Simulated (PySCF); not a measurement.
## C4H8Cl2: core ionisation energies

Compound: 1,3-dichlorobutane, C₄H₈Cl₂.
Numbering: `[CH3:1][C@H:2]([Cl:3])[CH2:4][CH2:5][Cl:6]`

Structure used (PBE0-D3(BJ)/def2-SVP), in Å, numbered top down from 1:
```xyz
14
C4H8Cl2 angstrom
C     -1.4988   -1.2683   -0.0251
C     -0.0819   -0.7410   -0.0103
Cl     0.8090   -1.4659    1.3902
C     -0.0058    0.7724    0.0730
C      1.3914    1.3450   -0.0034
Cl     2.1666    0.9956   -1.5816
H     -2.0420   -0.9595    0.8808
H     -1.5080   -2.3654   -0.0775
H     -2.0350   -0.8730   -0.9025
H      0.4703   -1.0829   -0.8978
H     -0.4646    1.1053    1.0203
H     -0.6155    1.1899   -0.7463
H      2.0361    0.9107    0.7724
H      1.3778    2.4370    0.1079
```

Level of theory: delta-SCF UKS SCAN, pcX-2 on the ionised atom, pcseg-1 elsewhere, spin-free X2C (PySCF). Each binding energy is the total energy of the core-ionised species, with the hole localised on one atom, minus that of the ground state; both are solved self-consistently, so orbital relaxation is included.

Question: List the computed XPS lines with their assignment.

Answer: 
| atom(s) | environment | level | binding energy (eV) | 2p1/2 (eV) | above the level's lowest (eV) | count |
| --- | --- | --- | --- | --- | --- | --- |
| Cl3 | alkyl chlorine | Cl 2p3/2 | 205.73 | 207.38 | 0.00 | 1 |
| Cl6 | alkyl chlorine | Cl 2p3/2 | 205.94 | 207.60 | +0.21 | 1 |
| C1 | methyl carbon | C 1s | 291.17 | – | 0.00 | 1 |
| C4 | chain CH2 carbon | C 1s | 291.40 | – | +0.23 | 1 |
| C2 | sp3 C–Cl carbon | C 1s | 292.39 | – | +1.22 | 1 |
| C5 | sp3 C–Cl carbon | C 1s | 292.40 | – | +1.23 | 1 |
| Cl3 | alkyl chlorine | Cl 1s | 2828.31 | – | 0.00 | 1 |
| Cl6 | alkyl chlorine | Cl 1s | 2828.56 | – | +0.25 | 1 |

Lowest listed C 1s: C1, bonded to C and 3 H. Highest, 1.23 eV above it: C5, bonded to Cl, C and 2 H. Summing the Pauling electronegativity differences to the bonded atoms, each weighted by its formal bond order, gives -1.05 for the lowest site and -0.09 for the highest; the largest sum, +0.26, belongs to C2, 0.01 eV below the top. The values 292.39 and 292.40 eV lie too close for their order to be trusted.

The listed Cl 1s values span 0.25 eV, from Cl3 (bonded to C) to Cl6 (bonded to C).

The 2 Cl 2p3/2 values lie within 0.21 eV of each other.

Question: Which photon wavelength matches the Cl 1s of Cl6 threshold?

Answer: λ = hc/E = 12398.42 eV Å / 2828.56 eV = 4.383 Å.

Spin–orbit and ligand-field terms were added within each 2p shell after the spin-free SCF. 2p1/2 minus 2p3/2 (ligand field included): Cl 1.65 eV. One conformer (not necessarily the lowest) at the PBE0-D3(BJ)/def2-SVP geometry, without solvent, vibrations or thermal averaging.

On one thread of an x86-64 server (shared host), this took 48 s wall.
